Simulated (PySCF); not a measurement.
Species: 3-chlorothiophene, C₄H₃ClS.
Structure used (PBE0-D3(BJ)/def2-SVP), in Å, numbered top down from 1:
```
atom  x, y, z in Å
Cl1   -2.1942   -1.4284    0.1809
C2    -0.8339   -0.3789    0.0587
C3     0.5088   -0.8549    0.0227
C4     1.4027    0.1759   -0.0746
S5     0.6213    1.7039   -0.1227
C6    -0.9332    0.9865   -0.0106
H7     0.7781   -1.9098    0.0674
H8     2.4893    0.1163   -0.1209
H9    -1.8388    1.5894   -0.0009
```

Linear response at wB97X-D/def2-SVPD (PySCF, frozen core in the response, non-relativistic).

Static isotropic polarisability: 76.07 au (11.27 Å³), principal values 50.3, 76.9, 101.0 au.

(1) What is the polarisability at 1064 nm and at the sodium D line?

(2) What is the isotropic C6 coefficient between two such molecules, C6 = (3/π)∫α(iω)² dω?

(3) Which effective excitation energy ω̄ makes London's formula C6 = (3/4)α²ω̄ exact here?

(4) What does −C6/R⁶ come to at R = 12 Å between centres?

(5) What n − 1 at the D line would an ideal gas of it have at 273.15 K and 1 atm (2.6868 × 10¹⁹ cm⁻³), by n − 1 = 2π·N·α′?

(6) The lowest 6 singlets have (eV, f): 5.61, 0.088; 5.94, 0.079; 6.06, 0.001; 6.48, 0.001; 6.78, 0.000; 7.09, 0.011. What share of the static polarisability do they carry in the sum over states α = Σ f/ω²?

(7) What molar refraction at the D line follows from R = (4π/3)·N_A·α′, with α′ the polarisability volume?

(8) How anisotropic is the static polarisability, by Δα² = ½[(α1 − α2)² + (α2 − α3)² + (α3 − α1)²]?

(9) How many electrons N does the Slater–Kirkwood formula C6 = (3/4)·√N·α^(3/2) need to give this C6?

## Answers

(1) 76.88 au at 1064 nm (+1.1 %), 78.84 au at 589.3 nm (+3.6 %). The rise at 589.3 nm is 3.42 times that at 1064 nm; a pure ω² law gives 3.26. The lowest singlet lies at 221 nm, shorter than both wavelengths.

(2) 2193 au (Eh·bohr⁶) by a ten-point quadrature over imaginary frequencies, which is 1310 eV·Å⁶ or 126 J·nm⁶/mol.

(3) ω̄ = 4·C6/(3α²) = 0.505 Eh = 13.8 eV. A one-pole form α(ω) = α/(1 − ω²/ω̄²) fitted to the 1064 nm value gives 11.3 eV. London's choice of the ionisation energy (9.04 eV, ΔSCF at the same level) gives C6 = 1440 au, 34 % too low.

(4) -42 J/mol. This is the leading, orientation-averaged term; C8 and higher terms are left out.

(5) 19.72 × 10⁻⁴, a formal value whether or not that pressure can be reached.

(6) 3.93 au, 5.2 % of α; the largest term, 2.08 au, is that of the state at 5.61 eV. Their oscillator strengths add up to 0.18. Higher states carry the rest.

(7) α′ = 11.68 Å³ gives R = 29.47 cm³/mol, for isolated, non-vibrating species.

(8) Δα = 43.9 au, or 0.58 of the isotropic value.

(9) N = (4·C6/3)²/α³ = 19.4; the species has 60 electrons in all.

wB97X-D is run here without its empirical dispersion term; that term would change no orbital, density or response property at a fixed geometry.
